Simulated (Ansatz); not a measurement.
# CH2 (triplet): the correlation ladder, cc-pVQZ

The task here is to estimate one member of a computed series from the others.

Method: cc-pVQZ, core rule «outside noble gas», up to 1 orbitals frozen; program: Ansatz 0.2.0, Gaussian basis.

To be run: UHF; CCSD(T) on ROHF; CCSD(T) on UHF; BCCD(T) on ROHF; CCSDT(Q) on ROHF; CASSCF and MRCISD+Q, 6 electrons in 6 orbitals; CASSCF and MRCISD+Q(relaxed), 6 electrons in 6 orbitals; CASSCF and NEVPT2, 6 electrons in 6 orbitals.

24 further runs of the same task are left out: 4 that didn't finish, 20 set aside as unsound or not needed.

## What is computed

The geometry is an MP2(full)/6-31G* stationary point (not a proven minimum).

3 atoms, charge 0, spin multiplicity 3.

Atoms are counted from 1 here; the program's logs count them from 0.

Bond lengths: C1–H2 1.077 Å, C1–H3 1.077 Å. Angles: H2–C1–H3 131.6°.

Set-up of the first run:

Contents of in.yaml:

```yaml
crystal:
  periodic: [false, false, false]
  atoms:
    - {symbol: C, position_ang: [0.000000, 0.000000, 0.063455]}
    - {symbol: H, position_ang: [0.000000, 0.982622, -0.378068]}
    - {symbol: H, position_ang: [0.000000, -0.982622, -0.378068]}
basis:
  gaussian: {orbitals: cc-pVQZ}
magnetization: {spin_polarized: true, initial_magnetization: 2}
hamiltonian: {xc: hf}
output: {orbitals: {seedname: orbitals}}
```

Launch:

```sh
$ ansatz run in.yaml --threads 1 --pin off --events-out ev --progress --plain --max-ram 4160MiB --backend cpu
```

Steps of the session up to this table: UHF; CCSD(T) on ROHF; CCSD(T) on UHF; BCCD(T) on ROHF; CCSDT(Q) on ROHF; CASSCF and MRCISD+Q, 6 electrons in 6 orbitals; CASSCF and MRCISD+Q(relaxed), 6 electrons in 6 orbitals; CASSCF and NEVPT2, 6 electrons in 6 orbitals.

One of the session's tables, all rows but one given; the rest of the session is left out.

```
                   method  from RCCSDT(Q) (kJ/mol)
                     ROHF                   +401.5
                      UHF                   +387.3
                     RMP2                    +57.1
                     UMP2                    +57.3
                    RCCSD                    +11.7
                    UCCSD                    +11.4
                 RCCSD(T)                     +1.4
                 UCCSD(T)                     +1.3
                  BCCD(T)                     +1.4
                   RCCSDT                     +0.2
                RCCSDT(Q)                        0
           CASSCF valence                        ?
           NEVPT2 valence                    +58.9
           MRCISD valence                    +14.5
         MRCISD+Q valence                     +3.6
MRCISD+Q(relaxed) valence                     +0.3
```

**Question.** Estimate the row for CASSCF valence.

The run gave: from RCCSDT(Q) (kJ/mol): +300.0. In the column «from RCCSDT(Q) (kJ/mol)» it lies between NEVPT2 valence (+58.9) and UHF (+387.3).

With the free atoms at the same levels and basis (separate runs), the atomisation energy is 8.188 eV at RCCSDT(Q), 8.187 eV at RCCSD(T), 8.186 eV at UCCSD(T), 6.712 eV at ROHF.

Limits of these values: Restricted and unrestricted rows rest on different reference determinants; where their highest levels disagree by more than a few hundredths of an eV, they describe different states and don't form one ladder.
